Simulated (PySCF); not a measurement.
PySCF input (M06-2X/6-31G* (5d)):

```python
from pyscf import gto, dft

mol = gto.M(
    atom='''
    C    -0.00606224   -0.08532816   -1.27779952
    C    -0.01196846    0.00039183   -0.00961282
    H     0.06598111    0.81576917   -1.88655018
    H    -0.09649583   -1.05817381   -1.76064226
    O     0.10755480    0.07163896    1.20502751
    H    -0.72173954    0.17891092    1.73144643
    ''',
    basis='6-31g*',
    charge=1,
    spin=0,
    verbose=4,
)

mf = dft.RKS(mol, xc='m062x')
mf.grids.level = 4
mf.conv_tol = 1e-9
mf.max_cycle = 100
mf.max_memory = 1500
mf.kernel()
if not mf.converged:
    mf = mf.newton()
    mf.kernel(mf.make_rdm1())
mf.dip_moment()
```

Output:

```
PySCF version 2.14.0

[INPUT] verbose = 4
[INPUT] num. atoms = 6
[INPUT] num. electrons = 22
[INPUT] charge = 1
[INPUT] spin (= nelec alpha-beta = 2S) = 0
[INPUT] symmetry False subgroup None
[INPUT] Mole.unit = angstrom
[INPUT] Symbol           X                Y                Z      unit          X                Y                Z       unit  Magmom
[INPUT]  1 C     -0.006062240000  -0.085328160000  -1.277799520000 AA   -0.011455973301  -0.161246853113  -2.414691134901 Bohr   0.0
[INPUT]  2 C     -0.011968460000   0.000391830000  -0.009612820000 AA   -0.022617111533   0.000740451387  -0.018165597085 Bohr   0.0
[INPUT]  3 H      0.065981110000   0.815769170000  -1.886550180000 AA    0.124686227295   1.541580312164  -3.565063160449 Bohr   0.0
[INPUT]  4 H     -0.096495830000  -1.058173810000  -1.760642260000 AA   -0.182350690863  -1.999658693088  -3.327131674735 Bohr   0.0
[INPUT]  5 O      0.107554800000   0.071638960000   1.205027510000 AA    0.203249115382   0.135378014249   2.277171966467 Bohr   0.0
[INPUT]  6 H     -0.721739540000   0.178910920000   1.731446430000 AA   -1.363890063870   0.338092639494   3.271959552056 Bohr   0.0

nuclear repulsion = 65.1035003470458
number of shells = 24
number of NR pGTOs = 93
number of NR cGTOs = 48
basis = 6-31g*
ecp = {}

******** <class 'pyscf.dft.rks.RKS'> ********
method = RKS
initial guess = minao
damping factor = 0
level_shift factor = 0
DIIS = <class 'pyscf.scf.diis.CDIIS'>
diis_start_cycle = 1
diis_space = 8
diis_damp = 0
SCF conv_tol = 1e-09
SCF conv_tol_grad = None
SCF max_cycles = 100
direct_scf = True
direct_scf_tol = 1e-13
XC library pyscf.dft.libxc version 7.1.2
    S. Lehtola, C. Steigemann, M. J. T. Oliveira, and M. A. L. Marques,  SoftwareX 7, 1–5 (2018)
XC functionals = m062x
    Y. Zhao and D. G. Truhlar,  Theor. Chem. Acc. 120, 215 (2008)
    Y. Zhao and D. G. Truhlar,  Theor. Chem. Acc. 120, 215 (2008)
radial grids:
    Treutler-Ahlrichs [JCP 102, 346 (1995); DOI:10.1063/1.469408] (M4) radial grids

becke partition: Becke, JCP 88, 2547 (1988); DOI:10.1063/1.454033
pruning grids: <function nwchem_prune>
grids dens level: 4
symmetrized grids: False
atomic radii adjust function: <function treutler_atomic_radii_adjust>
small_rho_cutoff = 0
Set gradient conv threshold to 3.16228e-05
Initial guess from minao.
tot grids = 132600
init E= -153.667965947063
  HOMO = -0.297338999097537  LUMO = -0.0764408105844367  gap/eV = 6.01095
cycle= 1 E= -152.717776585931  delta_E= 0.95  |g|= 0.493  |ddm|= 2.32
  HOMO = -0.643900706155773  LUMO = -0.349726173066697  gap/eV = 8.00490
cycle= 2 E= -152.710224410838  delta_E= 0.00755  |g|= 0.575  |ddm|= 0.771
  HOMO = -0.615034886770979  LUMO = -0.286660063664164  gap/eV = 8.93553
cycle= 3 E= -152.781856597519  delta_E= -0.0716  |g|= 0.044  |ddm|= 0.38
  HOMO = -0.608646762695318  LUMO = -0.278462680688676  gap/eV = 8.98477
cycle= 4 E= -152.782396070383  delta_E= -0.000539  |g|= 0.0145  |ddm|= 0.052
  HOMO = -0.611485293349382  LUMO = -0.278666866075958  gap/eV = 9.05645
cycle= 5 E= -152.78245204325  delta_E= -5.6e-05  |g|= 0.00753  |ddm|= 0.0156
  HOMO = -0.610911720407628  LUMO = -0.278456059440756  gap/eV = 9.04658
cycle= 6 E= -152.782464906155  delta_E= -1.29e-05  |g|= 0.00296  |ddm|= 0.00681
  HOMO = -0.610609210062425  LUMO = -0.277875699528246  gap/eV = 9.05414
cycle= 7 E= -152.782467708495  delta_E= -2.8e-06  |g|= 0.000726  |ddm|= 0.00299
  HOMO = -0.610746840308212  LUMO = -0.277958761715025  gap/eV = 9.05562
cycle= 8 E= -152.782467891393  delta_E= -1.83e-07  |g|= 9.17e-05  |ddm|= 0.000873
  HOMO = -0.610745501556524  LUMO = -0.277943077479196  gap/eV = 9.05602
cycle= 9 E= -152.782467895455  delta_E= -4.06e-09  |g|= 1.18e-05  |ddm|= 0.000154
  HOMO = -0.610746447092214  LUMO = -0.277942758657987  gap/eV = 9.05605
cycle= 10 E= -152.782467895511  delta_E= -5.58e-11  |g|= 2.56e-06  |ddm|= 2.19e-05
  HOMO = -0.610746211867734  LUMO = -0.277942750510889  gap/eV = 9.05604
Extra cycle  E= -152.782467895514  delta_E= -2.27e-12  |g|= 1.88e-06  |ddm|= 5.74e-06
converged SCF energy = -152.782467895514

WARN: System has nonzero charge 1; the dipole moment is origin-dependent.
Location of origin: [0. 0. 0.]

Dipole moment(X, Y, Z, Debye): -1.78300,  0.14588, -0.12957
```

The dipole moment of an ion depends on the origin.
